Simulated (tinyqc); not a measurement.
The basis set: RHF and MP2 along a ladder of basis sets, for H2O, spin multiplicity 1. Computed by the program tinyqc with PySCF. Same geometry throughout; the dipole is taken about the origin.

Geometry (angstrom):
```
atom,x,y,z
O,0.0000,0.0000,0.0000
H,0.0000,0.7260,0.5370
H,0.0000,-0.7260,0.5370
```

RHF and frozen-core MP2 in a ladder of bases:
```
basis,functions,E(RHF) (hartree),E(MP2 corr) (hartree),HOMO (eV),LUMO (eV),dipole (debye)
sto-3g,7,-74.945868,-0.030877,-10.7220,17.8824,1.7750
3-21g,13,-75.576883,-0.116780,-13.0955,7.6376,2.3807
6-31g**,24,-76.019283,-0.190368,-13.6075,6.1932,2.0899
cc-pvdz,24,-76.022537,-0.197626,-13.5175,5.3006,1.9638
aug-cc-pvdz,41,-76.037857,-0.214547,-13.9785,0.9926,1.9139
cc-pvtz,58,-76.054391,-0.257464,-13.8388,4.0246,1.9405
```

Estimate the missing row, basis = 6-31g.

Computed row:
```
basis  functions  E(RHF) (hartree)  E(MP2 corr) (hartree)  HOMO (eV)  LUMO (eV)  dipole (debye)
6-31g         13        -75.979141              -0.122690   -13.7075     5.8934          2.5616
```

From cc-pVDZ to cc-pVTZ the RHF energy falls by 31.9 mhartree and the correlation energy by 59.8. If valence correlation converges as X^-3, (27 E(T) - 8 E(D))/19 gives -0.2827 hartree, a rough estimate from such small X that usually falls short; STO-3G holds about 11 % of it. Beyond STO-3G the LUMO moves by 6.6 eV and the HOMO by 0.9 eV; diffuse functions lower the positive LUMO sharply, since an unbound virtual level tracks the most diffuse function.
